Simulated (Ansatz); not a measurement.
`N[Si]O` + H–F → `O[Si]F` + NH₃ at 600 K and 1 bar (ligand exchange at the Si–N bond).

Program: Ansatz. Geometries: PBE0-D4/def2-TZVP. ΔE: electronic, gas phase. CCSD(T)/CBS is extrapolated from def2-TZVPP and def2-QZVPP, frozen cores. Each species was taken in one conformer, which may not be the lowest.

```json
{"species": "`N[Si]O`", "CCSD(T)/CBS energy (Eh)": "-420.80313", "H − E (kJ/mol)": "143.6", "S (J/(mol·K))": "332.9"}
{"species": "H–F", "CCSD(T)/CBS energy (Eh)": "-100.39431", "H − E (kJ/mol)": "42.3", "S (J/(mol·K))": "194.0"}
{"species": "`O[Si]F`", "CCSD(T)/CBS energy (Eh)": "-464.72370", "H − E (kJ/mol)": "73.4", "S (J/(mol·K))": "309.1"}
{"species": "NH₃", "CCSD(T)/CBS energy (Eh)": "-56.50568", "H − E (kJ/mol)": "112.4", "S (J/(mol·K))": "219.5"}
```

H − E and S are ideal-gas, rigid-rotor, harmonic terms from PBE0-D4/def2-TZVP, for one conformer and one mirror image of each species. 1 Eh = 2625.50 kJ/mol, R = 8.31446 J/(mol·K).

By hand: ΔE, ΔH, ΔS and ΔG.

ΔE = (-464.72370) + (-56.50568) − (-420.80313) − (-100.39431) = -0.03194 Eh = -83.9 kJ/mol. Δ(H − E) = 73.4 + 112.4 − 143.6 − 42.3 = -0.1, so ΔH = -84.0 kJ/mol. ΔS = 309.1 + 219.5 − 332.9 − 194.0 = 1.7 J/(mol·K). ΔG = -84.0 − 600 × (1.7)/1000 = -85.0 kJ/mol.

By hand: the equilibrium constant, and the temperature at which ΔG would vanish if ΔH and ΔS stayed fixed.

log₁₀ K = −ΔG/(RT ln 10) = 7.4. ΔH and −TΔS have one sign here, so there is no such temperature.

The number of gas molecules stays the same, so ΔS is small and ΔH decides. A doubt of 5 kJ/mol in ΔE shifts log₁₀ K by 0.4 here. Other conformers and mirror images would add mixing entropy, several J/(mol·K) or more a flexible species. These are equilibria of isolated gas molecules and say nothing of rates. Largest T1 diagnostic: 0.015 (customary marks: 0.02 for closed shells, 0.045 for open ones).

ΔS is within the doubt of such terms, so its sign, and with it that verdict, could turn.
